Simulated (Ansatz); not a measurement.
Computed with Ansatz on PBE0-D4/def2-TZVP structures; ΔE is electronic, products minus reactants. CCSD(T)/CBS adds triple-zeta CCSD(T) − MP2 to the extrapolated MP2 energy (def2 sets, frozen cores). This one scheme is used for every species. DFT in def2-TZVPP. B3LYP here is the variant with VWN-RPA as its local correlation; programs differ in this. One conformer a species, not always the lowest.

`FC1(F)CC1` + fluoromethane → `FCC1(F)CC1` + H–F  (formal exchange of groups at a C–F bond)

`FC1(F)CC1`:

```xyz
9

F    -1.167    0.751   -1.311
C    -0.703   -0.061   -0.347
F    -1.628   -0.995   -0.069
C     0.112    0.496    0.740
C     0.720   -0.424   -0.329
H     0.358    1.549    0.692
H    -0.028    0.086    1.731
H     0.976   -1.433   -0.033
H     1.362    0.030   -1.073
```

`CF`:

```xyz
5

C    -0.056    0.019    0.016
F     1.198   -0.410   -0.355
H     0.027    0.617    0.927
H    -0.691   -0.850    0.200
H    -0.479    0.624   -0.788
```

`FCC1(F)CC1`:

```xyz
12

F    -1.232    0.405    1.568
C     0.040    0.814    1.231
C     0.453    0.180   -0.066
F     1.718    0.598   -0.384
C     0.089   -1.208   -0.429
C    -0.489   -0.032   -1.188
H     0.724    0.517    2.032
H     0.041    1.904    1.137
H     0.853   -1.792   -0.928
H    -0.560   -1.756    0.242
H    -1.531    0.217   -1.031
H    -0.105    0.154   -2.183
```

H–F:

Z-matrix (Å, degrees):
```
F
H 1 0.920
```

```
             level  ΔE (kJ/mol)  difference from CCSD(T)/CBS
            PBE-D4        -33.0                         14.6
         r2SCAN-D4        -31.5                         16.1
           PBE0-D4        -36.5                         11.1
          B3LYP-D4        -32.0                         15.6
           ωB97X-V        -33.3                         14.3
           ωB97M-V        -35.6                         12.0
            B2PLYP        -33.5                         14.1
               PBE        -28.0                         19.6
            r2SCAN        -30.0                         17.6
              PBE0        -32.1                         15.5
             B3LYP        -24.1                         23.5
     HF/def2-TZVPP        -21.0                         26.6
    MP2/def2-TZVPP        -51.6                         -4.0
SCS-MP2/def2-TZVPP        -43.8                          3.8
   CCSD/def2-TZVPP        -41.4                          6.2
CCSD(T)/def2-TZVPP        -43.2                          4.4
     HF/def2-QZVPP        -20.7                         26.9
    MP2/def2-QZVPP        -54.1                         -6.5
SCS-MP2/def2-QZVPP        -46.4                          1.2
      HF/CBS(def2)        -20.7                         26.9
     MP2/CBS(def2)        -56.0                         -8.4
    CCSD/CBS(def2)        -45.8                          1.8
       CCSD(T)/CBS        -47.6                            0
```

Largest T1 diagnostic among the species: 0.011.

In def2-TZVPP, CCSD(T) changes the Hartree–Fock value by −22.2 kJ/mol (the triples alone add −1.8 kJ/mol) and MP2 by −30.6 kJ/mol. The D4 term adds −7.9 kJ/mol with B3LYP and −4.4 kJ/mol with PBE0; it sums over pairs of atoms, weighted by their polarisabilities, and B3LYP, whose exchange is more repulsive, gets the larger term.
